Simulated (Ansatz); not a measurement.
The input, for Ansatz 0.2.0:

```yaml
crystal:
  periodic: [false, false, false]
  atoms:
    - {symbol: N, position_ang: [-0.178161, -0.031601, -0.049186]}
    - {symbol: H, position_ang: [-0.475441, 0.936233, -0.049186]}
    - {symbol: H, position_ang: [-0.475441, -0.433900, 0.831073]}
    - {symbol: H, position_ang: [1.340839, -0.031600, -0.049187]}
    - {symbol: H, position_ang: [2.085839, -0.031600, -0.049187]}
basis:
  gaussian: {orbitals: cc-pVDZ}
magnetization: {spin_polarized: false, initial_magnetization: 1}
correlation: {method: ccsdtq, electrons: outside_noble_gas}
```

```sh
$ ansatz run in.yaml --threads 2 --pin off --events-out ev --progress --plain --max-ram 24576MiB --backend cuda --devices 0, --max-vram 18GiB
```

Output:

```
600 factors; integrals over basis functions are off by at most 1.9e-7 eV
mean field evaluation 1: about -1540.4649 eV, gradient 1.8e1 eV
mean field evaluation 2: about -1540.4646 eV, gradient 1.8e1 eV
mean field evaluation 4: about -1541.8215 eV, gradient 2.0e0 eV
mean field evaluation 8: about -1541.8771 eV, gradient 2.3e-2 eV
mean field evaluation 16: about -1541.8220 eV, gradient 2.0e0 eV
mean field evaluation 32: about -1537.4474 eV, gradient 2.1e1 eV
mean field -1541.87715286 eV, -56.6629402456 hartree, gradient 1.2e-6 eV, S^2 0.750000; 0 other end points of the search recorded, 0 dependent functions left out
1 core orbitals not correlated: weight in the atoms' cores, before any rotation towards them, 1.000 or more for the frozen orbitals, at most 0.000 for the correlated occupied ones
reference -1541.87715286 eV, -56.6629402456 hartree; 5, 4 occupied and 28, 29 virtual orbitals, 600 factors
second order -4.91120220 eV of doubles, -0.08705674 eV of singles
cycle   1  -5.50627277 eV  change   -5.1e-1 eV  update   5.5e-2
cycle   2  -5.78652932 eV  change   -2.8e-1 eV  update   2.2e-2
cycle   3  -5.84274761 eV  change   -5.6e-2 eV  update   1.3e-2
cycle   4  -5.83454777 eV  change    8.2e-3 eV  update   6.3e-3
cycle   5  -5.84058940 eV  change   -6.0e-3 eV  update   3.3e-3
cycle   6  -5.84059747 eV  change   -8.1e-6 eV  update   2.0e-3
cycle   7  -5.83936974 eV  change    1.2e-3 eV  update   1.3e-3
cycle   8  -5.84065496 eV  change   -1.3e-3 eV  update   1.0e-3
cycle   9  -5.84077994 eV  change   -1.2e-4 eV  update   4.6e-4
cycle  10  -5.84039893 eV  change    3.8e-4 eV  update   2.3e-4
cycle  11  -5.84053821 eV  change   -1.4e-4 eV  update   1.1e-4
cycle  12  -5.84055251 eV  change   -1.4e-5 eV  update   5.7e-5
cycle  13  -5.84059771 eV  change   -4.5e-5 eV  update   2.9e-5
cycle  14  -5.84060536 eV  change   -7.6e-6 eV  update   1.3e-5
cycle  15  -5.84059291 eV  change    1.2e-5 eV  update   6.1e-6
cycle  16  -5.84059063 eV  change    2.3e-6 eV  update   3.3e-6
cycle  17  -5.84059044 eV  change    1.9e-7 eV  update   1.7e-6
cycle  18  -5.84059047 eV  change   -3.0e-8 eV  update   8.8e-7
Total energy: -1547.71774332 eV, -56.8775779864 hartree
```

Ran on 2 threads of AMD EPYC 7R13 with a shared H100 80 GB, shared host: 28 s wall, 0.83 GiB peak host memory.
